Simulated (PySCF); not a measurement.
Where does 2-butyne take a proton?

System: `CC#CC` (C4H6). Non-hydrogen atoms are numbered in `[CH3:1][C:2]#[C:3][CH3:4]`.

These are calculated values, ωB97X-D3(BJ)/def2-TZVP in PySCF (grid level 2) at geometries from PBE0-D3(BJ)/def2-SVP. Thermal corrections: PBE0-D3(BJ)/def2-SVP frequencies, unscaled, ideal gas at 298.15 K and 1 bar, quasi-RRHO entropy.

| site | product | PA / eV | GB / eV |
| --- | --- | --- | --- |
| C2 (alkyne carbon) | `C[C+]=CC` | 8.05 | 7.78 |

PA is −ΔH and GB is −ΔG of B + H⁺ → BH⁺ in the gas phase. Sites whose products fell apart, merged with another or lost in a GFN2-xTB screen aren't listed.

Measured values (NIST Chemistry WebBook, evaluated or the median of agreeing entries): proton affinity (−ΔH) 776 kJ/mol (computed 776, difference 1); gas-phase basicity (−ΔG) 745 kJ/mol (computed 750, difference 5).

Note: protonation at a multiple bond is drawn as the open cation; a hydrogen-bridged form may lie lower, and the ion may have rearranged by a hydride shift.

Run with `OMP_NUM_THREADS=1 python redox_run.py task.json out` on 1 thread of Arm Neoverse N1, a shared host. Structures, frequencies and single points: 6.1 min of wall time.

Differences come from unrounded values, so a last digit can differ from that of the printed terms.
